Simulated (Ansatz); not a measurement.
# CH5N (SMILES CN): one structure at several levels

The atoms stand at a frame of a short trajectory. How far do the functionals agree with CCSD(T) there?

Computed with Ansatz 0.2.0, Gaussian basis. Level: single points in def2-TZVPP.

Cores are frozen in the correlated methods.

1 further run of the same task is left out (it didn't finish).

### 1 The starting structure

SMILES `CN`, 7 atoms, charge 0, spin multiplicity 1.

Atoms are counted from 1 here; the program's logs count them from 0.

Bond lengths: C1–N2 1.439 Å, C1–H3 1.076 Å, C1–H4 1.154 Å, C1–H5 1.150 Å, N2–H6 1.010 Å, N2–H7 1.019 Å. Angles: N2–C1–H3 119.2°, N2–C1–H4 108.3°, N2–C1–H5 116.2°, H3–C1–H4 103.8°, H3–C1–H5 103.3°, H4–C1–H5 104.5°, C1–N2–H6 109.5°, C1–N2–H7 111.9°, H6–N2–H7 103.5°.

Coordinates:

| atom | x (Å) | y (Å) | z (Å) |
| --- | --- | --- | --- |
| C1 | -0.4708 | -0.1282 | -0.2713 |
| N2 | 0.7947 | 0.3974 | 0.1682 |
| H3 | -1.0366 | -0.7578 | 0.3928 |
| H4 | -0.2845 | -0.7971 | -1.1930 |
| H5 | -1.2451 | 0.6437 | -0.6267 |
| H6 | 1.4550 | -0.3590 | 0.2735 |
| H7 | 0.7364 | 0.7940 | 1.1046 |

### 2 PBE-D4/def2-TZVPP

Contents of run/in.yaml:

```yaml
crystal:
  periodic: [false, false, false]
  atoms:
    - {symbol: C, position_ang: [-0.470823, -0.128227, -0.271288]}
    - {symbol: N, position_ang: [0.794672, 0.397353, 0.168158]}
    - {symbol: H, position_ang: [-1.036623, -0.757753, 0.392767]}
    - {symbol: H, position_ang: [-0.284542, -0.797064, -1.193007]}
    - {symbol: H, position_ang: [-1.245063, 0.643668, -0.626684]}
    - {symbol: H, position_ang: [1.454967, -0.358962, 0.273539]}
    - {symbol: H, position_ang: [0.736411, 0.794046, 1.104641]}
basis:
  gaussian: {orbitals: def2-TZVPP}
hamiltonian: {xc: pbe, dispersion: d4}
output: {forces: true}
```

The run is started by

```
ansatz run in.yaml --threads 2 --pin off --events-out ev --progress --plain --max-ram 3481MiB
```

### 3 r2SCAN-D4/def2-TZVPP

Edit run/in.yaml of step 2 so:

```diff
@@ -12,3 +12,3 @@
   gaussian: {orbitals: def2-TZVPP}
-hamiltonian: {xc: pbe, dispersion: d4}
+hamiltonian: {xc: r2scan, dispersion: d4}
 output: {forces: true}
```

### 4 PBE0-D4/def2-TZVPP

Edit run/in.yaml of step 3 so:

```diff
@@ -12,3 +12,3 @@
   gaussian: {orbitals: def2-TZVPP}
-hamiltonian: {xc: r2scan, dispersion: d4}
-output: {forces: true}
+hamiltonian: {xc: pbe0, dispersion: d4}
+output: {forces: true, orbitals: {seedname: orbitals}}
```

### 5 wB97M-V/def2-TZVPP

Edit run/in.yaml of step 4 so:

```diff
@@ -12,3 +12,3 @@
   gaussian: {orbitals: def2-TZVPP}
-hamiltonian: {xc: pbe0, dispersion: d4}
-output: {forces: true, orbitals: {seedname: orbitals}}
+hamiltonian: {xc: {name: wB97M-V}}
+output: {forces: true}
```

### 6 CCSD(T)/def2-TZVPP

Edit run/in.yaml of step 5 so:

```diff
@@ -12,3 +12,3 @@
   gaussian: {orbitals: def2-TZVPP}
-hamiltonian: {xc: {name: wB97M-V}}
+correlation: {method: ccsd_t}
 output: {forces: true}
```

(Steps that only read results are left out.)

**Question.** What will these runs give? Wanted: energy less free atoms, CCSD(T)/def2-TZVPP; RMS force component; RMS force error; HOMO and LUMO, PBE0-D4; T1 diagnostic.

**Answer**, as computed:

| quantity | value |
| --- | --- |
| energy less free atoms, CCSD(T)/def2-TZVPP | -2354.2 kJ/mol |
| RMS force component | 0.815 to 0.914 eV/Å over the methods |
| RMS force error | PBE-D4 0.215, r2SCAN-D4 0.089, PBE0-D4 0.142, wB97M-V 0.067 eV/Å |
| HOMO and LUMO, PBE0-D4 | -6.93 and 1.12 eV |
| T1 diagnostic | 0.008 |

What this shows: Against CCSD(T) the functionals' energies less atoms differ by -106.6 to -49.7 kJ/mol, PBE-D4 by -106.6 kJ/mol. CCSD(T) in triple zeta still lacks some correlation energy of the bonds, so part of these gaps is its own basis error and they don't rank the functionals. The forces of wB97M-V come nearest to CCSD(T), those of PBE-D4 are farthest. Frozen-core CCSD(T) forces in triple zeta carry basis errors of their own, and this is one geometry, so small gaps rank nothing.
